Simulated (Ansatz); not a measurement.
Input file:

```yaml
crystal:
  periodic: [false, false, false]
  atoms:
    - {symbol: O, position_ang: [0.000000, 0.000000, 0.301670]}
    - {symbol: Mg, position_ang: [0.000000, 0.000000, -1.648764]}
    - {symbol: H, position_ang: [0.000000, 0.000000, 1.347094]}
basis:
  gaussian: {orbitals: 6-31G}
magnetization: {spin_polarized: false, initial_magnetization: 1}
correlation: {active_space: {window: {electrons: 3, orbitals: 6}}}
accuracy: high
output: {forces: true}
```

```sh
$ ansatz run in.yaml --threads 1 --pin off --events-out ev --progress --plain --max-ram 2393MiB
```

Q: Roughly how long does this take on 1 thread of Arm Neoverse V1, shared host, and how much host memory?

A: 4 s wall and 0.15 GiB.

```
467 factors; integrals over basis functions are off by at most 3.1e-9 eV
mean field evaluation 1: about -7479.8734 eV, gradient 4.0e1 eV
mean field evaluation 2: about -7479.8835 eV, gradient 4.0e1 eV
mean field evaluation 4: about -7483.6476 eV, gradient 1.6e0 eV
mean field evaluation 8: about -7483.6753 eV, gradient 1.0e-3 eV
mean field evaluation 16: about -7477.2658 eV, gradient 3.4e1 eV
mean field evaluation 32: about -7481.2257 eV, gradient 4.1e-8 eV
mean field -7483.67525716 eV, -275.0199930832 hartree, gradient 2.6e-8 eV, S^2 0.750000; 4 other end points of the search recorded, 0 dependent functions left out
reference -7483.67525716 eV, -275.0199930832 hartree; 11, 10 occupied and 13, 14 virtual orbitals, 467 factors
state -7484.39975663 eV, -275.0466179479 hartree
the calculation of the forces begins
Total energy: -7484.39975663 eV, -275.0466179479 hartree
Atom 0 at     0.000000     0.000000     0.301670 Å, force    -0.000000    -0.000000     0.635630 eV/Å
Atom 1 at     0.000000     0.000000    -1.648764 Å, force    -0.000000    -0.000000     2.852836 eV/Å
Atom 2 at     0.000000     0.000000     1.347094 Å, force     0.000000     0.000000    -3.488466 eV/Å
Dipole moment:    -0.000000    -0.000000    -0.401823 e Å
```

Natural occupations: 1.9708 0.9996 0.0275 0.0016 0.0003 0.0002.

Forces (eV/Å):
```
O    0.000  0.000  0.636
Mg   0.000  0.000  2.853
H    0.000  0.000 -3.488
```
